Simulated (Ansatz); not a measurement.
Species: SiCl₃, charge 0, doublet. SiCl3 (SMILES Cl[Si](Cl)Cl, doublet).
B3LYP-D3(BJ)/def2-TZVP minimum from Ansatz (a first-principles code):
```xyz
4

Si     0.3143     0.3107     0.3116
Cl    -0.8706    -0.8817     1.4995
Cl     1.4921    -0.8763    -0.8886
Cl    -0.8803     1.5021    -0.8675
```
Charge 0, spin multiplicity 2.

Total energies in hartree (Ansatz). Open shells are spin-unrestricted; no spin-orbit coupling. Correlated methods leave the cores frozen. No relativity.

| species | HF/cc-pV(T+d)Z | CCSD(T)/cc-pV(T+d)Z | HF/cc-pV(Q+d)Z | CCSD(T)/cc-pV(Q+d)Z | CCSD(T)/cc-pV(D+d)Z | CCSDT(Q)/cc-pV(D+d)Z |
|---|---|---|---|---|---|---|
| 1: SiCl3 (SMILES Cl[Si](Cl)Cl, doublet) | -1667.63435 | -1668.36962 | -1667.64832 | -1668.45251 | -1668.10737 | -1668.10979 |
| 2: Si (triplet) | -288.85649 | -288.93344 | -288.85845 | -288.93781 | -288.91643 | -288.91690 |
| 3: Cl (doublet) | -459.48556 | -459.67356 | -459.48916 | -459.69449 | -459.60403 | -459.60445 |

Work out the atomisation energy (electronic, to ground-state atoms) in kcal/mol: take Hartree-Fock from cc-pV(Q+d)Z, extrapolate the CCSD(T) correlation energy as X^-3 (X = 3, 4), and add CCSDT(Q) - CCSD(T) in cc-pV(D+d)Z. 1 hartree = 627.51 kcal/mol.


Species 1: correlation (64·(-0.80419) - 27·(-0.73527))/37 = -0.85448; step -0.00242; E1 = -1667.64832 + (-0.85448) + (-0.00242) = -1668.50522
Species 2: correlation (64·(-0.07936) - 27·(-0.07695))/37 = -0.08112; step -0.00047; E2 = -288.85845 + (-0.08112) + (-0.00047) = -288.94004
Species 3: correlation (64·(-0.20533) - 27·(-0.18800))/37 = -0.21798; step -0.00042; E3 = -459.48916 + (-0.21798) + (-0.00042) = -459.70756
-1·E1 +1·E2 +3·E3 = 0.44250 hartree = 277.7 kcal/mol.
